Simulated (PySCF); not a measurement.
# C3H3F2N (CH3CF2CN): the cost of one run

Programs: PySCF 2.14.0, with density-fitted response routines of our own. Each step states its level of theory. These are calculated values for one molecule in the gas phase, unless marked as measured. Atoms count from 0, in the outputs and in this text.

### Step 1. The starting structure

9 atoms, charge 0, multiplicity 1; geometry from: MMFF94s. The atoms were then displaced at random by about 0.03 Å, so the start is not that level's minimum.

Bonds of the start (Å): C0–C1 1.42, C1–F2 1.36, C1–F3 1.38, C1–C4 1.48, C4–N5 1.17, C0–H6 1.08, C0–H7 1.18, C0–H8 1.07.

### Step 2. Optimising the geometry at PBE0-D3(BJ)/def2-SVP

The job: settings as JSON, then the geometry in Å.

```
{"job": {"xc": "PBE0", "basis": "def2-SVP", "d3": "d3bj", "grid": 1, "shake": 0.03, "kind": "geom"}, "charge": 0, "multiplicity": 1}
C     -0.940520     0.091340    -0.011340
C      0.363290    -0.394730     0.247180
F      0.359700    -1.694980    -0.149490
F      0.701280    -0.355900     1.585630
C      1.427490     0.351750    -0.469560
N      2.240250     0.999290    -1.003530
H     -1.725430    -0.427720     0.510660
H     -1.046680     1.222160     0.298220
H     -1.246630     0.139350    -1.033420
```

On the command line:

```console
$ OMP_NUM_THREADS=1 python probes_run.py task.json out
```

The driver reads the jobs from task.json and runs them one after another.

Q: Estimate the wall time and peak memory of this first job on 1 thread of Arm Neoverse N1, shared host.

About 39 s, with a peak of 0.39 GiB.
